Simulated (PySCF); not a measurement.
## Vertical excitation energies

Compound: C₂H₄P (charge +1).
Numbering: `[CH:1]1=[CH:2][PH2+:3]1` (hydrogens: H4 on C1; H5 on C2; H6, H7 on P3)

Computed, not measured: TDDFT CAM-B3LYP/def2-SVPD, vertical, gas phase, core orbitals frozen in the response in PySCF 2.14.0, density-fitted response routines. Geometry: GFN2-xTB; no solvent, vibrations or thermal averaging.

| state | E (eV) | ν̃ (cm⁻¹) | f | symmetry | main configurations (H = HOMO, L = LUMO) |
| --- | --- | --- | --- | --- | --- |
| S1 | 6.76 | 54550 | 0.0035 | B1 or B2 | H-1→L (99%) |
| S2 | 6.90 | 55630 | 0.0000 | – | H→L+1 (98%) |
| S3 | 7.41 | 59750 | 0.057 | B1 or B2 | H→L (80%), H-2→L+1 (13%) |
| S4 | 8.06 | 65050 | 0.0000 | – | H-2→L (97%) |
| S5 | 8.18 | 66010 | 0.187 | A1 | H-1→L+1 (91%) |
| S6 | 8.61 | 69430 | 0.029 | B1 or B2 | H→L+2 (69%), H→L+3 (28%) |
| S7 | 8.72 | 70360 | 0.0009 | – | H-1→L+2 (67%), H-1→L+3 (27%) |
| S8 | 8.82 | 71160 | 0.0003 | – | H→L+3 (69%), H→L+2 (30%) |

Triplets, Tamm–Dancoff:

```tsv
state	E (eV)	λ (nm)	main configurations (H = HOMO, L = LUMO)
T1	4.89	253.5	H→L (95%)
T2	6.09	203.4	H-1→L+1 (96%)
T3	6.25	198.5	H-1→L (99%)
```

The lowest singlet lies at 6.76 eV (183 nm, vacuum ultraviolet) and is very weak; its leading configuration is HOMO-1→LUMO (99%). The most intense listed level is S5 at 8.18 eV (151 nm, f = 0.187), 1.42 eV above S1. Löwdin shares by element: HOMO carbon 70%, phosphorus 16%, hydrogen 5% or more; LUMO carbon 78%, phosphorus 10%, hydrogen 5% or more. Weighted by f, the mean energy of these states is 8.05 eV. Of the 8 states listed, 3 reach f = 0.01 and 3 stay under 0.0005. The oscillator strengths of these states sum to 0.278; summed over the whole spectrum of an exact calculation they would give the number of electrons, 30 (Thomas–Reiche–Kuhn). Symmetry labels in C2v follow from the direction of the transition dipole and are given only for states with f of 0.002 or more; B1 and B2 swap with the choice of axes. The window holds the lowest 8 singlets.
